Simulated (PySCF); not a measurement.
hydroxide, HO (charge -1), SMILES [OH-], point group C∞v.

Force field and properties: PBE0/pcSseg-2 (PySCF, grid level 2). Vibrational terms come from second-order perturbation theory with semi-diagonal cubic constants, by steps of ±0.6 along the normal coordinates of each isotopologue. The parent has the commonest isotopes.

Equilibrium geometry (Å):

```json
{"atom": "O1", "x": "0.4860", "y": "-0.0112", "z": "-0.0118"}
{"atom": "H2", "x": "-0.4750", "y": "0.0163", "z": "-0.0448"}
```

Problem. Give the equilibrium and ground-state rotational constants (MHz) of parent; ²H at 2; ¹⁷O at 1; ¹⁷O at 1, ²H at 2.

Solution. 
```json
{"species": "parent", "Be": "576120", "B0": "564380", "harmonic ZPE (cm⁻¹)": "1891"}
{"species": "²H at 2", "Be": "305350", "B0": "300840", "harmonic ZPE (cm⁻¹)": "1377"}
{"species": "¹⁷O at 1", "Be": "574110", "B0": "562420", "harmonic ZPE (cm⁻¹)": "1888"}
{"species": "¹⁷O at 1, ²H at 2", "Be": "303330", "B0": "298860", "harmonic ZPE (cm⁻¹)": "1372"}
```

Problem. And its quartic centrifugal distortion constants from the harmonic force field?

Solution. Linear top: D = 59500 kHz.
